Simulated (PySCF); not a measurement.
Worked example: entropy of an ideal gas

BCl3, SMILES ClB(Cl)Cl.

Geometry: PBE0-D3(BJ)/def2-SVP. The isomer is the one that the SMILES or the coordinates give; other isomers of the formula were not compared.

PBE0-D3(BJ)/def2-SVP (PySCF 2.14.0) gives the harmonic wavenumbers 256, 256, 453, 479, 1001, 1001 cm⁻¹ and the rotational temperatures 0.1504, 0.1504, 0.0752 K. The molar mass is 117.16 g/mol, the symmetry number 6, the spin multiplicity 1.

Problem. Work out the entropy at 298.15 K and 1 atm in the rigid-rotor, harmonic-oscillator model.

Solution. 
Translation (Sackur–Tetrode at 1 atm): S = R[1.5 ln M + 2.5 ln T − 1.16487] = 168.2 J/(mol K).
Rotation: q = (√π/σ) T^1.5/√(θA θB θC) = 36900, S = R[ln q + 3/2] = 99.9 J/(mol K).
Vibration: with u = 1.4388 ν/T, each mode gives R[u/(e^u − 1) − ln(1 − e^−u)]:
| ν (cm⁻¹) | modes | u | S (J/(mol K)) |
|---|---|---|---|
| 256 | 2 | 1.24 | 14.13 |
| 453 | 1 | 2.19 | 3.29 |
| 479 | 1 | 2.31 | 2.98 |
| 1001 | 2 | 4.83 | 0.78 |
These are all the modes. Sum 21.2 J/(mol K).
Spin: R ln 1 = 0.0 J/(mol K).
Total 289.2 J/(mol K); the program's own thermochemistry gives 289.3. Translation makes up 58 % and vibration 7 %. Anharmonicity, hindered rotation and orbital degeneracy are left out.
